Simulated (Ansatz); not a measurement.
# C₂H₂OS (SMILES O=C=CS): energies and forces away from the minimum, part 2 of 2

Ansatz 0.2.0, Gaussian basis. The steps go on from the part before.

**5. Structure 2, width 0.12 Å**

Contents of ccsdt-tzvpp/in.yaml:

```yaml
crystal:
  periodic: [false, false, false]
  atoms:
    - {symbol: O, position_ang: [-0.555359, -2.176831, 0.163493]}
    - {symbol: C, position_ang: [0.094394, -1.059953, 0.198340]}
    - {symbol: C, position_ang: [0.587410, 0.278462, -0.029865]}
    - {symbol: S, position_ang: [-0.357232, 1.378662, -0.850452]}
    - {symbol: H, position_ang: [1.367647, 0.101410, 0.243538]}
    - {symbol: H, position_ang: [-0.835310, 1.926688, 0.337982]}
basis:
  gaussian: {orbitals: def2-TZVPP}
correlation: {method: ccsd_t}
output: {forces: true}
```

The log of the run, cut to the lines that bear on the results:

```text
Functional definition: HF
  name "HF"
  cite "Fock, Z. Phys. 61, 126 (1930) doi:10.1007/BF01340294"
  parent pbe
[...]
986 factors; integrals over basis functions are off by at most 9.4e-4 eV
[...]
mean field -14943.93462268 eV, -549.1794680207 hartree, gradient 2.8e-6 eV, S^2 0.000000; 0 other end points of the search recorded, 0 dependent functions left out; unrestricted orbitals would lower it
8 core orbitals not correlated: weight in the atoms' cores, before any rotation towards them, 1.000 or more for the frozen orbitals, at most 0.000 for the correlated occupied ones
reference -14943.93462268 eV, -549.1794680207 hartree; 11, 11 occupied and 144, 144 virtual orbitals, 986 factors
second order -19.99689682 eV of doubles, -0.00000000 eV of singles
cycle   1  -19.45973951 eV  change    5.4e-1 eV  update   1.6e-1
[...]
cycle  15  -20.36576518 eV  change   -1.4e-6 eV  update   3.3e-6
perturbative correction -1.14577819 eV, -0.0421065719 hartree
[...]
working
working
[...]
Total energy: -14965.44616605 eV, -549.9700026586 hartree
Atom 0 at    -0.555359    -2.176831     0.163493 Å, force     4.503897     6.896608     0.665239 eV/Å
Atom 1 at     0.094394    -1.059953     0.198340 Å, force    -5.033119    -3.611311    -1.987256 eV/Å
Atom 2 at     0.587410     0.278462    -0.029865 Å, force   -15.282447    -4.604694    -3.152934 eV/Å
Atom 3 at    -0.357232     1.378662    -0.850452 Å, force    -1.365867     2.053657     0.558851 eV/Å
Atom 4 at     1.367647     0.101410     0.243538 Å, force    17.080301    -0.768254     5.187829 eV/Å
Atom 5 at    -0.835310     1.926688     0.337982 Å, force     0.097234     0.033995    -1.271729 eV/Å
Dipole moment:     0.155024     0.239234     0.152638 e Å
```

Wall time 3.5 min (2 threads, shared host); peak memory 2.2 GiB.

The other levels were run on the same coordinates; their logs were not kept, and their results stand in the tables.

| method | RMS force component (eV/Å) | RMS error against CCSD(T) (eV/Å) | angle to CCSD(T) forces (°) | dipole (D) |
| --- | --- | --- | --- | --- |
| PBE-D4 | 6.213 | 0.260 | 2.4 | 1.61 |
| r2SCAN-D4 | 6.288 | 0.225 | 2.0 | 1.70 |
| PBE0-D4 | 6.440 | 0.372 | 2.9 | 1.74 |
| wB97M-V | 6.381 | 0.368 | 3.1 | 1.69 |
| CCSD(T) | 6.248 | reference | reference | 1.55 |

**6. Structure 3, width 0.12 Å**

Contents of ccsdt-tzvpp/in.yaml:

```yaml
crystal:
  periodic: [false, false, false]
  atoms:
    - {symbol: O, position_ang: [-0.534311, -2.107656, 0.241086]}
    - {symbol: C, position_ang: [-0.152961, -1.132408, 0.193288]}
    - {symbol: C, position_ang: [0.536142, 0.132248, -0.008812]}
    - {symbol: S, position_ang: [-0.399466, 1.196482, -0.977597]}
    - {symbol: H, position_ang: [1.628533, 0.375314, 0.471292]}
    - {symbol: H, position_ang: [-1.079668, 1.912322, 0.279428]}
basis:
  gaussian: {orbitals: def2-TZVPP}
correlation: {method: ccsd_t}
output: {forces: true}
```

The log of the run, cut to the lines that bear on the results:

```text
[... 4 set-up lines as earlier in the session ...]
[...]
995 factors; integrals over basis functions are off by at most 8.6e-4 eV
[...]
mean field -14945.99327776 eV, -549.2551221994 hartree, gradient 6.6e-6 eV, S^2 0.000000; 0 other end points of the search recorded, 0 dependent functions left out
8 core orbitals not correlated: weight in the atoms' cores, before any rotation towards them, 1.000 or more for the frozen orbitals, at most 0.000 for the correlated occupied ones
reference -14945.99327776 eV, -549.2551221994 hartree; 11, 11 occupied and 144, 144 virtual orbitals, 995 factors
second order -19.03823666 eV of doubles, -0.00000000 eV of singles
cycle   1  -19.04319860 eV  change   -5.0e-3 eV  update   1.1e-1
[...]
cycle  13  -19.70887822 eV  change   -2.8e-6 eV  update   3.0e-6
perturbative correction -0.97218143 eV, -0.0357270088 hartree
[...]
working
working
Total energy: -14966.67433741 eV, -550.0151371236 hartree
Atom 0 at    -0.534311    -2.107656     0.241086 Å, force    -6.590408   -15.119378     0.937087 eV/Å
Atom 1 at    -0.152961    -1.132408     0.193288 Å, force     9.487117    18.399961    -1.318652 eV/Å
Atom 2 at     0.536142     0.132248    -0.008812 Å, force     0.896666    -3.356087     1.595148 eV/Å
Atom 3 at    -0.399466     1.196482    -0.977597 Å, force    -1.687875     2.080556     2.791865 eV/Å
Atom 4 at     1.628533     0.375314     0.471292 Å, force    -3.172612    -0.997815    -1.135632 eV/Å
Atom 5 at    -1.079668     1.912322     0.279428 Å, force     1.067113    -1.007238    -2.869817 eV/Å
Dipole moment:     0.058196    -0.145024     0.251468 e Å
```

Wall time 3.4 min (2 threads, shared host); peak memory 2.2 GiB.

| method | RMS force component (eV/Å) | RMS error against CCSD(T) (eV/Å) | angle to CCSD(T) forces (°) | dipole (D) |
| --- | --- | --- | --- | --- |
| PBE-D4 | 6.661 | 0.303 | 2.1 | 1.32 |
| r2SCAN-D4 | 6.378 | 0.200 | 1.5 | 1.40 |
| PBE0-D4 | 6.231 | 0.332 | 2.0 | 1.42 |
| wB97M-V | 6.157 | 0.370 | 1.6 | 1.46 |
| CCSD(T) | 6.479 | reference | reference | 1.42 |

**7. Structure 4, width 0.09 Å**

Contents of ccsdt-tzvpp/in.yaml:

```yaml
crystal:
  periodic: [false, false, false]
  atoms:
    - {symbol: O, position_ang: [-0.626717, -2.213054, 0.213565]}
    - {symbol: C, position_ang: [-0.138092, -1.085679, -0.002421]}
    - {symbol: C, position_ang: [0.478089, 0.080960, 0.079598]}
    - {symbol: S, position_ang: [-0.450303, 1.248047, -0.846955]}
    - {symbol: H, position_ang: [1.370085, 0.247266, 0.382586]}
    - {symbol: H, position_ang: [-1.053889, 1.869612, 0.254216]}
basis:
  gaussian: {orbitals: def2-TZVPP}
correlation: {method: ccsd_t}
output: {forces: true}
```

The log of the run, cut to the lines that bear on the results:

```text
[... 4 set-up lines as earlier in the session ...]
[...]
986 factors; integrals over basis functions are off by at most 9.3e-4 eV
[...]
mean field -14946.78156885 eV, -549.2840913629 hartree, gradient 1.6e-6 eV, S^2 0.000000; 0 other end points of the search recorded, 0 dependent functions left out
8 core orbitals not correlated: weight in the atoms' cores, before any rotation towards them, 1.000 or more for the frozen orbitals, at most 0.000 for the correlated occupied ones
reference -14946.78156885 eV, -549.2840913629 hartree; 11, 11 occupied and 144, 144 virtual orbitals, 986 factors
second order -19.60967401 eV of doubles, -0.00000000 eV of singles
cycle   1  -19.27836096 eV  change    3.3e-1 eV  update   1.4e-1
[...]
cycle  14  -20.07488399 eV  change   -1.1e-5 eV  update   2.9e-6
perturbative correction -1.06637100 eV, -0.0391884115 hartree
[...]
working
working
Total energy: -14967.92282384 eV, -550.0610181536 hartree
Atom 0 at    -0.626717    -2.213054     0.213565 Å, force     1.969299     5.459788    -1.681019 eV/Å
Atom 1 at    -0.138092    -1.085679    -0.002421 Å, force    -1.258107    -5.851582     2.626185 eV/Å
Atom 2 at     0.478089     0.080960     0.079598 Å, force    -6.147084    -1.322139    -2.738477 eV/Å
Atom 3 at    -0.450303     1.248047    -0.846955 Å, force    -0.876334     1.365514     0.833439 eV/Å
Atom 4 at     1.370085     0.247266     0.382586 Å, force     5.848218     0.807688     2.078081 eV/Å
Atom 5 at    -1.053889     1.869612     0.254216 Å, force     0.464008    -0.459270    -1.118209 eV/Å
Dipole moment:     0.171549     0.269441     0.141115 e Å
```

It took 3.4 min on 2 threads, shared host; peak memory 2.2 GiB.

| method | RMS force component (eV/Å) | RMS error against CCSD(T) (eV/Å) | angle to CCSD(T) forces (°) | dipole (D) |
| --- | --- | --- | --- | --- |
| PBE-D4 | 2.976 | 0.263 | 4.6 | 1.78 |
| r2SCAN-D4 | 3.137 | 0.189 | 3.3 | 1.84 |
| PBE0-D4 | 3.305 | 0.329 | 4.3 | 1.88 |
| wB97M-V | 3.286 | 0.304 | 4.0 | 1.81 |
| CCSD(T) | 3.077 | reference | reference | 1.68 |

**8. All structures together**

Energy above the minimum (eV):

| structure | width (Å) | PBE-D4 | r2SCAN-D4 | PBE0-D4 | wB97M-V | Hartree-Fock | MP2 | CCSD | CCSD(T) |
| --- | --- | --- | --- | --- | --- | --- | --- | --- | --- |
| 1 | 0.09 | 0.983 | 0.969 | 0.974 | 0.970 | 0.974 | 0.959 | 0.964 | 0.961 |
| 2 | 0.12 | 3.279 | 3.421 | 3.555 | 3.534 | 4.097 | 3.306 | 3.495 | 3.329 |
| 3 | 0.12 | 1.995 | 2.037 | 2.033 | 2.052 | 2.039 | 2.206 | 2.093 | 2.101 |
| 4 | 0.09 | 0.792 | 0.880 | 0.948 | 0.952 | 1.250 | 0.846 | 0.939 | 0.852 |

Miss and cost, level by level (times from a shared host):

| method | mean energy error from CCSD(T) (eV) | mean time a point |
| --- | --- | --- |
| PBE-D4 | 0.060 | 2.1 s |
| r2SCAN-D4 | 0.048 | 4.2 s |
| PBE0-D4 | 0.101 | 2.9 s |
| wB97M-V | 0.091 | 9.4 s |
| Hartree-Fock | 0.310 | part of the CCSD(T) run |
| MP2 | 0.034 | part of the CCSD(T) run |
| CCSD | 0.066 | part of the CCSD(T) run |
| CCSD(T) | 0 | 3.3 min |

The best functional, r2SCAN-D4, misses by 0.048 eV and takes 4.2 s a point, against 3.3 min for CCSD(T).

**9. What came out**

This closing draws on all 2 parts.

| quantity | value |
| --- | --- |
| energy above the minimum, CCSD(T) | 0.961, 3.329, 2.101, 0.852 eV |
| mean energy error | PBE-D4 0.060, r2SCAN-D4 0.048, PBE0-D4 0.101, wB97M-V 0.091, Hartree-Fock 0.310, MP2 0.034, CCSD 0.066 eV |
| mean RMS force error | PBE-D4 0.278, r2SCAN-D4 0.205, PBE0-D4 0.345, wB97M-V 0.346 eV/Å |
| largest T1 diagnostic | 0.021 |

What this shows: MP2 gives the best energies and Hartree-Fock the worst. For forces r2SCAN-D4 is best, off by 4 % of the typical force, and wB97M-V worst (7 %); with few structures and a triple-zeta reference, gaps of a few points rank nothing. The restricted Hartree–Fock reference is unstable towards an unrestricted one at one or more of these structures.
